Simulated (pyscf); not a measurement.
Structures and frequencies: ωB97X-D3(BJ)/def2-SVP in PySCF.

### Question
PBE/def2-TZVP puts the barrier of H₂C=CH–CH(CH₃)–NH₂ → 1,3-butadiene (H₂C=CH–CH=CH₂) + ammonia (NH₃) (elimination; singlet surface; C–H, C–N broken, H–N formed) at 2.80 eV and the reaction energy at +0.54 eV, from the reactant's lowest minimum found. What do r²SCAN/def2-TZVP, M06-2X/def2-TZVP, ωB97M-D3(BJ)/def2-TZVP give on the same structures?

### Answer
r²SCAN: ΔE‡ = 2.99 eV, ΔE = +0.61 eV; M06-2X: ΔE‡ = 3.16 eV, ΔE = +0.68 eV; ωB97M-D3(BJ): ΔE‡ = 3.12 eV, ΔE = +0.65 eV. PBE's barrier lies under all of them, by 0.19 to 0.37 eV. Its reaction energy lies under all of them, by 0.06 to 0.13 eV. Low barriers are usual for a GGA, whose delocalisation error favours stretched bonds. This is the saddle that the search found; another between the same sides may lie lower.
